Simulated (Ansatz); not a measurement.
Reaction (hydrogenolysis of a C–Cl bond): `Clc1ccsc1` + H₂ → `c1ccsc1` + HCl

Calculated with Ansatz (gas phase, PBE0-D4/def2-TZVP geometries, no zero-point term in ΔE). CBS: MP2 limit from def2 TZ/QZ plus the TZ coupled-cluster correction, frozen cores. This one scheme is used for every species. DFT in def2-TZVPP. HSE06 is defined as in plane-wave codes.

Q: Is it downhill or uphill in electronic energy at CCSD(T)/CBS, and by how much? (Estimate.)

A: Ansatz gave: Downhill: ΔE = -83.4 kJ/mol.

Q: What do these levels give: B97M-V, HSE06-D4, ωB97X-V, PBE-QIDH, CCSD(T)/def2-TZVPP, CCSD/CBS(def2)? (An estimate is asked.)

A: The calculation gave: B97M-V -83.2, HSE06-D4 -79.1, ωB97X-V -80.9, PBE-QIDH -83.4, CCSD(T)/def2-TZVPP -85.1, CCSD/CBS(def2) -89.8 kJ/mol.

Largest T1 diagnostic among the species: 0.013.

From BLYP to BHLYP (50 % exact exchange), in def2-TZVPP and without D4, ΔE moves by −11.6 kJ/mol. In def2-TZVPP, CCSD(T) changes the Hartree–Fock value by +20.8 kJ/mol (the triples alone add +6.4 kJ/mol) and MP2 by +29.2 kJ/mol.
